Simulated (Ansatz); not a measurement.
```yaml
crystal:
  periodic: [false, false, false]
  atoms:
    - {symbol: N, position_ang: [-1.079406, 0.122788, -0.240037]}
    - {symbol: P, position_ang: [0.562465, -0.105498, 0.113474]}
    - {symbol: H, position_ang: [-1.520977, 0.984226, 0.048195]}
    - {symbol: H, position_ang: [-1.664665, -0.676362, -0.042867]}
    - {symbol: H, position_ang: [0.901059, 1.227743, -0.156726]}
basis:
  gaussian: {orbitals: def2-TZVP}
magnetization: {spin_polarized: true, initial_magnetization: 1}
hamiltonian: {xc: pbe0}
relax: {f_tol: 0.004, max_steps: 80}
```

```sh
$ ansatz run in.yaml --threads 1 --pin off --events-out ev --progress --plain --max-ram 2176MiB
```

Steps of the relaxation (energy above the last step; positions in Å, forces in eV/Å):

```
5
step 1, 27.0 meV
N    -1.079    0.123   -0.240   -0.207   -0.096    0.211
P     0.562   -0.105    0.113    0.064   -0.402   -0.025
H    -1.521    0.984    0.048   -0.030   -0.024   -0.142
H    -1.665   -0.676   -0.043   -0.033    0.067   -0.035
H     0.901    1.228   -0.157    0.206    0.455   -0.009
```

```
5
step 2, 10.0 meV
N    -1.088    0.111   -0.230   -0.010    0.069    0.182
P     0.569   -0.113    0.074    0.001   -0.163   -0.046
H    -1.524    0.988    0.017   -0.006   -0.084   -0.104
H    -1.678   -0.680   -0.016    0.008    0.050   -0.037
H     0.919    1.247   -0.123    0.007    0.129    0.005
```

```
5
step 3, 4.8 meV
N    -1.087    0.103   -0.214    0.094    0.077    0.140
P     0.581   -0.127    0.035   -0.107    0.150   -0.052
H    -1.518    0.995   -0.016    0.026   -0.131   -0.056
H    -1.686   -0.677    0.008   -0.001    0.031   -0.040
H     0.908    1.259   -0.090   -0.012   -0.126    0.008
```

```
5
step 7, 0.0 meV
N    -1.080    0.105   -0.154    0.001    0.002    0.000
P     0.586   -0.126    0.017    0.000   -0.001    0.000
H    -1.528    0.998   -0.042    0.000    0.000    0.000
H    -1.691   -0.681   -0.012    0.000   -0.001    0.000
H     0.911    1.256   -0.087   -0.001    0.000    0.000
```

Close pairs at the end: N1–H3 1.005 Å, N1–H4 1.006 Å, P2–H5 1.423 Å, N1–P2 1.691 Å.

A stationary point of unrestricted PBE0 after 7 steps, with ⟨S²⟩ = 0.757 against 0.75 for a pure state; no frequencies were run, so it isn't proven a minimum. 14 s on 1 thread of Intel Xeon Platinum 8488C, shared host.
